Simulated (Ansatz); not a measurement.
## Computed against measured: atomisation enthalpy at 298 K

8 molecules of light elements (H to F); the atomisation enthalpy at 298 K in kJ/mol, computed less measured. Shapes, held fixed at every level: PBE0-D4/def2-TZVP. Flexible molecules stand in one conformer, not always the lowest. Thermal terms are harmonic and unscaled (PBE0-D4/def2-TZVP); the spin-orbit lowering of the free atoms is taken from their spectra. Programs: Ansatz 0.2.0. Measured values: Active Thermochemical Tables, NIST-JANAF tables.

Levels: A = B3LYP-D4/def2-TZVPP; B = r2SCAN0-D4/def2-TZVPP; C = B2PLYP/def2-TZVPP; D = CCSDT(Q)/STO-3G.

```csv
molecule,from tabulated heats,A,B,C,D
N2 (nitrogen),945,+5,-91,0,-406
NOF (nitrosyl fluoride),867,+29,-73,+16,-428
N2H (SMILES [N]=N),913,+35,-57,+7,-381
N2O (nitrous oxide),1112,+25,-93,+14,-643
H2O2 (hydrogen peroxide),1070,-11,-70,-26,-277
CH4O (methanol),2039,-4,-43,-24,-111
CH5N (methylamine),2300,+14,-43,-18,-94
C2H6 (SMILES CC),2826,+6,-20,-23,+206
```

(1) Sum up the errors.

## Answers

(1) 
| level | kind | mean error | mean absolute error | worst case |
| --- | --- | --- | --- | --- |
| B3LYP-D4/def2-TZVPP | global hybrid | +12.4 | 16.1 | N2H |
| r2SCAN0-D4/def2-TZVPP | global hybrid | -61.2 | 61.2 | N2O |
| B2PLYP/def2-TZVPP | double hybrid | -6.8 | 16.0 | H2O2 |
| CCSDT(Q)/STO-3G | coupled cluster or CI | -266.8 | 318.2 | N2O |

On this set B2PLYP/def2-TZVPP has the smallest mean absolute error and CCSDT(Q)/STO-3G the largest. B3LYP-D4/def2-TZVPP is too high in 6 of 8; r2SCAN0-D4/def2-TZVPP is too low in 8 of 8; CCSDT(Q)/STO-3G is too low in 7 of 8. Heats of the atoms come from ATcT where it has them. The levels differ in basis as well as in method. The tabulated value of NOF is in doubt (older tables, estimates, or at odds with other calculations) and kept here. Over the 7 molecules whose values aren't doubted the mean absolute errors are A 14.3; B 59.6; C 16.0; D 302.6. The smallest two are near a tie. Correlated wave functions converge slowly with the basis. T1 is large for NOF (0.027), N2H (0.051), N2O (0.022), so single-reference values are less sure there. Spin contamination: N2H (⟨S²⟩ up to 0.92). Open shells run unrestricted. The set is small.
